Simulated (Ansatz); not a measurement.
Reaction (substitution at a C–C bond): `CCC(C)(C)C(C)C` + H₂S → `CCC(C)(C)S` + `CCC`

Program: Ansatz. Geometries: PBE0-D4/def2-TZVP. ΔE: electronic, gas phase. CCSD(T)/CBS adds triple-zeta CCSD(T) − MP2 to the extrapolated MP2 energy (def2 sets, frozen cores). This one scheme is used for every species. DFT in def2-TZVPP. B3LYP here is the variant with VWN-RPA as its local correlation; programs differ in this. One conformer a species, not always the lowest.

`CCC(C)(C)C(C)C`:

```xyz
26

C    -0.064    2.182   -1.181
C     0.889    1.321   -0.369
C     0.516   -0.165   -0.218
C     0.575   -0.832   -1.593
C     1.576   -0.811    0.673
C    -0.907   -0.322    0.377
C    -1.335   -1.773    0.565
C    -1.110    0.433    1.686
H     0.327    3.198   -1.276
H    -0.204    1.792   -2.192
H    -1.049    2.256   -0.716
H     1.883    1.360   -0.830
H     1.012    1.760    0.627
H    -0.232   -0.489   -2.245
H     1.525   -0.604   -2.086
H     0.502   -1.918   -1.518
H     1.598   -0.363    1.670
H     2.568   -0.676    0.233
H     1.413   -1.885    0.787
H    -1.591    0.116   -0.361
H    -2.375   -1.816    0.898
H    -1.264   -2.353   -0.356
H    -0.732   -2.274    1.327
H    -0.455    0.051    2.474
H    -0.926    1.504    1.587
H    -2.139    0.309    2.035
```

H₂S:

Cartesian coordinates in Å:
```
S 0.433 -0.163 -0.412
H -0.078 -0.750 0.680
H -0.356 0.913 -0.269
```

`CCC(C)(C)S`:

Cartesian coordinates in Å:
```
C 1.445 -0.980 -1.091
C 1.095 -0.050 0.055
C -0.393 0.083 0.397
C -0.543 1.014 1.595
C -1.200 0.618 -0.776
S -1.093 -1.517 0.964
H 1.145 -2.007 -0.872
H 2.524 -0.985 -1.258
H 0.972 -0.677 -2.028
H 1.460 0.960 -0.174
H 1.621 -0.373 0.958
H -1.592 1.138 1.870
H -0.134 1.997 1.347
H -0.001 0.632 2.463
H -1.168 -0.055 -1.635
H -2.246 0.751 -0.494
H -0.801 1.588 -1.093
H -1.094 -2.138 -0.226
```

`CCC`:

```xyz
11

C    -0.096    1.010   -0.789
C     0.389   -0.352   -0.320
C    -0.192   -0.749    1.026
H     0.178    1.792   -0.075
H    -1.185    1.025   -0.890
H     0.331    1.279   -1.758
H     0.131   -1.109   -1.068
H     1.483   -0.348   -0.259
H     0.167   -1.730    1.347
H    -1.284   -0.792    0.985
H     0.078   -0.025    1.800
```

```csv
level,ΔE (kJ/mol),difference from CCSD(T)/CBS
LDA (SPW92),4.0,3.6
BLYP-D4,-9.7,-10.1
r2SCAN-D4,-6.1,-6.5
r2SCANh-D4,-5.4,-5.8
r2SCAN0-D4,-4.2,-4.6
PBE,-18.3,-18.7
BLYP,-26.7,-27.1
PBE0,-14.3,-14.7
B3LYP,-20.8,-21.2
LC-ωPBE,-9.0,-9.4
CCSD(T)/def2-SVP,5.7,5.3
MP2/def2-TZVPP,2.7,2.3
CCSD/def2-TZVPP,2.4,2.0
CCSD(T)/def2-TZVPP,4.1,3.7
HF/def2-QZVPP,-21.0,-21.4
SCS-MP2/def2-QZVPP,-4.0,-4.4
CCSD(T)/CBS,0.4,0
```

Largest T1 diagnostic among the species: 0.009.

From PBE to PBE0 (25 % exact exchange), in def2-TZVPP and without D4, ΔE moves by +4.0 kJ/mol. In def2-TZVPP, CCSD(T) changes the Hartree–Fock value by +25.2 kJ/mol (the triples alone add +1.7 kJ/mol) and MP2 by +23.8 kJ/mol.
